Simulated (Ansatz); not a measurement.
FH₄PSi (`F[SiH2]P`), charge 0, multiplicity 1.

Give a relaxed structure at PBE0-D4/def2-TZVP (Ansatz 0.2.0). (An estimate is asked.)

Computed: 
```xyz
7

F    -1.020    1.845   -0.070
Si   -0.503    0.383   -0.476
P     0.389   -0.586    1.342
H    -1.673   -0.419   -0.912
H     0.447    0.557   -1.601
H     1.675   -0.023    1.129
H     0.684   -1.757    0.588
```
